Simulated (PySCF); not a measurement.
## Quadrupole coupling of 1,3,4-oxdiazole: levels of theory against gas-phase measurements

Values to reproduce (atoms as numbered below): 14N at N2/N3: χzz = -4.649 MHz [1].
[1] measured, gas; W. C. Bailey, Calculation of NQCC in Gaseous State Molecules (compilation of microwave values)

1,3,4-oxdiazole, C2H2N2O.
Geometry (PBE0-D3(BJ)/def2-SVP, Å), atoms numbered from 1 in this order:
```xyz
7
C2H2N2O angstrom
C     -0.9028    0.2179    0.4541
N     -0.2820   -0.7397    1.0492
N      0.8843   -0.9361    0.3450
C      0.8712   -0.0807   -0.6166
O     -0.2327    0.6883   -0.6131
H     -1.8615    0.6668    0.7057
H      1.6153    0.0814   -1.3930
```

Q: How do the computed couplings compare?

A: PySCF, non-relativistic, all at one geometry, with Q(14N) = 0.02044 b, means over equivalent atoms:

```json
{"level": "B3LYP/6-31G-J", "functions": "68", "14N N2/N3 (MHz)": "-5.119", "computed/reference − 1 (%)": "+10.1"}
{"level": "B3LYP/pcJ-0", "functions": "71", "14N N2/N3 (MHz)": "-5.919", "computed/reference − 1 (%)": "+27.3"}
{"level": "B3LYP/6-31G*", "functions": "74", "14N N2/N3 (MHz)": "-4.678", "computed/reference − 1 (%)": "+0.6"}
{"level": "B3LYP/pcJ-1", "functions": "155", "14N N2/N3 (MHz)": "-5.387", "computed/reference − 1 (%)": "+15.9"}
{"level": "B3LYP/def2-TZVP", "functions": "167", "14N N2/N3 (MHz)": "-5.289", "computed/reference − 1 (%)": "+13.8"}
{"level": "B3LYP/cc-pVTZ", "functions": "178", "14N N2/N3 (MHz)": "-5.271", "computed/reference − 1 (%)": "+13.4"}
{"level": "B3LYP/aug-cc-pVTZ-J", "functions": "270", "14N N2/N3 (MHz)": "-5.290", "computed/reference − 1 (%)": "+13.8"}
{"level": "B3LYP/pcJ-2", "functions": "303", "14N N2/N3 (MHz)": "-5.308", "computed/reference − 1 (%)": "+14.2"}
{"level": "B97-2/pcJ-1", "functions": "155", "14N N2/N3 (MHz)": "-5.188", "computed/reference − 1 (%)": "+11.6"}
{"level": "BHandHLYP/pcJ-1", "functions": "155", "14N N2/N3 (MHz)": "-5.551", "computed/reference − 1 (%)": "+19.4"}
{"level": "CAM-B3LYP/pcJ-1", "functions": "155", "14N N2/N3 (MHz)": "-5.453", "computed/reference − 1 (%)": "+17.3"}
{"level": "KT2/pcJ-1", "functions": "155", "14N N2/N3 (MHz)": "-5.191", "computed/reference − 1 (%)": "+11.7"}
{"level": "LDA/pcJ-1", "functions": "155", "14N N2/N3 (MHz)": "-5.140", "computed/reference − 1 (%)": "+10.6"}
{"level": "PBE/pcJ-1", "functions": "155", "14N N2/N3 (MHz)": "-5.072", "computed/reference − 1 (%)": "+9.1"}
{"level": "PBE0/pcSseg-1", "functions": "95", "14N N2/N3 (MHz)": "-5.346", "computed/reference − 1 (%)": "+15.0"}
{"level": "PBE0/pcJ-1", "functions": "155", "14N N2/N3 (MHz)": "-5.228", "computed/reference − 1 (%)": "+12.5"}
```

Closest here is B3LYP/6-31G* (0.6 % unsigned error), furthest B3LYP/pcJ-0 (27.3 %); one molecule doesn't rank methods. Computed values are for fixed nuclei, while measured ones can include vibrational averaging.
